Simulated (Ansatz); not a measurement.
```yaml
crystal:
  periodic: [false, false, false]
  atoms:
    - {symbol: Ge, position_ang: [-0.688997, 0.072366, -0.001437]}
    - {symbol: S, position_ang: [1.499296, -0.197319, 0.003270]}
    - {symbol: H, position_ang: [1.958239, 1.061958, -0.000485]}
basis:
  gaussian: {orbitals: def2-TZVP}
magnetization: {spin_polarized: true, initial_magnetization: 1}
hamiltonian: {xc: pbe0}
relax: {f_tol: 0.004, max_steps: 80}
```

```sh
$ ansatz run in.yaml --threads 1 --pin off --events-out ev --progress --plain --max-ram 2176MiB
```

Steps of the relaxation (energy above the last step; positions in Å, forces in eV/Å):

```
3
step 1, 5.7 meV
Ge   -0.689    0.072   -0.001    0.034    0.069    0.000
S     1.499   -0.197    0.003    0.000   -0.324    0.001
H     1.958    1.062    0.000   -0.034    0.255   -0.001
```

```
3
step 2, 3.1 meV
Ge   -0.651    0.105   -0.001   -0.088   -0.045    0.000
S     1.528   -0.234    0.003    0.007    0.108    0.000
H     1.892    1.065   -0.001    0.082   -0.063    0.000
```

```
3
step 3, 0.0 meV
Ge   -0.669    0.091   -0.001   -0.016    0.001    0.000
S     1.516   -0.219    0.003    0.004   -0.029    0.000
H     1.921    1.065   -0.001    0.012    0.029    0.000
```

```
3
step 5, 0.0 meV
Ge   -0.670    0.091   -0.001    0.000    0.000    0.000
S     1.516   -0.219    0.003    0.000    0.000    0.000
H     1.923    1.066   -0.001    0.000    0.000    0.000
```

Close pairs at the end: S2–H3 1.348 Å, Ge1–S2 2.207 Å.

A stationary point of unrestricted PBE0 after 5 steps, with ⟨S²⟩ = 0.756 against 0.75 for a pure state; no frequencies were run, so it isn't proven a minimum. 24 s on 1 thread of Arm Neoverse V1, shared host.
